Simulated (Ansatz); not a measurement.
# C2H6 (singlet): B2PLYP, PBE-QIDH, RPA-PBE over a series of basis sets

The task here is to estimate one member of a computed series from the others.

The runs use Ansatz 0.2.0, Gaussian basis; all electrons in the functionals, frozen cores in the correlation of double hybrids and RPA.

To be run: B2PLYP, PBE-QIDH, RPA-PBE, at STO-3G; 6-31G; 6-31G*; cc-pVDZ; cc-pVTZ; cc-pVQZ (not every functional at every point).

17 further runs of the same task are left out: 17 set aside as unsound or not needed.

**The geometry**

The geometry is an MP2(full)/6-31G* stationary point (not a proven minimum).

8 atoms, charge 0, spin multiplicity 1.

Atoms are counted from 1 here; the program's logs count them from 0.

Bond lengths: C1–C2 1.524 Å, C1–H3 1.093 Å, C1–H4 1.093 Å, C1–H5 1.093 Å, C2–H6 1.093 Å, C2–H7 1.093 Å, C2–H8 1.093 Å. Angles: C2–C1–H3 111.2°, C2–C1–H4 111.2°, C2–C1–H5 111.2°, H3–C1–H4 107.7°, H3–C1–H5 107.7°, H4–C1–H5 107.7°, C1–C2–H6 111.2°, C1–C2–H7 111.2°, C1–C2–H8 111.2°, H6–C2–H7 107.7°, H6–C2–H8 107.7°, H7–C2–H8 107.7°.

Coordinates:

```mol
C2H6
  3D, bonds by distance, orders not assigned

  8  7  0  0  0  0  0  0  0  0999 V2000
    0.0000    0.0000    0.7622 C   0  0
    0.0000    0.0000   -0.7622 C   0  0
    0.0000    1.0190    1.1572 H   0  0
   -0.8824   -0.5095    1.1572 H   0  0
    0.8824   -0.5095    1.1572 H   0  0
    0.0000   -1.0190   -1.1572 H   0  0
   -0.8824    0.5095   -1.1572 H   0  0
    0.8824    0.5095   -1.1572 H   0  0
  1  2  8  0
  1  3  8  0
  1  4  8  0
  1  5  8  0
  2  6  8  0
  2  7  8  0
  2  8  8  0
M  END
```

No dispersion term is added.

The first run:

in.yaml reads:

```yaml
crystal:
  periodic: [false, false, false]
  atoms:
    - {symbol: C, position_ang: [0.000000, 0.000000, 0.762209]}
    - {symbol: C, position_ang: [0.000000, 0.000000, -0.762209]}
    - {symbol: H, position_ang: [0.000000, 1.018957, 1.157229]}
    - {symbol: H, position_ang: [-0.882443, -0.509479, 1.157229]}
    - {symbol: H, position_ang: [0.882443, -0.509479, 1.157229]}
    - {symbol: H, position_ang: [0.000000, -1.018957, -1.157229]}
    - {symbol: H, position_ang: [-0.882443, 0.509479, -1.157229]}
    - {symbol: H, position_ang: [0.882443, 0.509479, -1.157229]}
basis:
  gaussian: {orbitals: STO-3G}
hamiltonian: {xc: {name: B2PLYP}}
correlation: {electrons: outside_noble_gas}
```

The run is started by

```console
$ ansatz run in.yaml --threads 1 --pin off --events-out ev --progress --plain --max-ram 3328MiB --backend cpu
```

Among the steps run: B2PLYP, STO-3G; B2PLYP, 6-31G; B2PLYP, 6-31G*; B2PLYP, cc-pVDZ; B2PLYP, cc-pVTZ; B2PLYP, cc-pVQZ; PBE-QIDH, cc-pVTZ; PBE-QIDH, cc-pVQZ; RPA-PBE, STO-3G; RPA-PBE, 6-31G; RPA-PBE, 6-31G*; RPA-PBE, cc-pVDZ; RPA-PBE, cc-pVTZ; RPA-PBE, cc-pVQZ.

One of the session's tables, all rows but one given; the rest of the session is left out.

It belongs to the step «The comparison». Atomisation energies, with free atoms from separate runs at the same level and basis (eV); wave-function rows come from earlier runs:

```
   level   6-31G  cc-pVDZ  cc-pVTZ  cc-pVQZ
  B2PLYP  29.441   29.959   30.679   30.798
PBE-QIDH                    30.762   30.900
 RPA-PBE       ?        ?        ?        ?
     RHF  23.190   23.570   23.885   23.910
RCCSD(T)  27.230   29.006   30.315   30.639
```

**Question.** Estimate the row for RPA-PBE.

The run gave: 6-31G: 26.349; cc-pVDZ: 28.223; cc-pVTZ: 29.301; cc-pVQZ: 29.555.

Caveats from the session: Core correlation, relativity and spin-orbit terms are not in the calculated values.
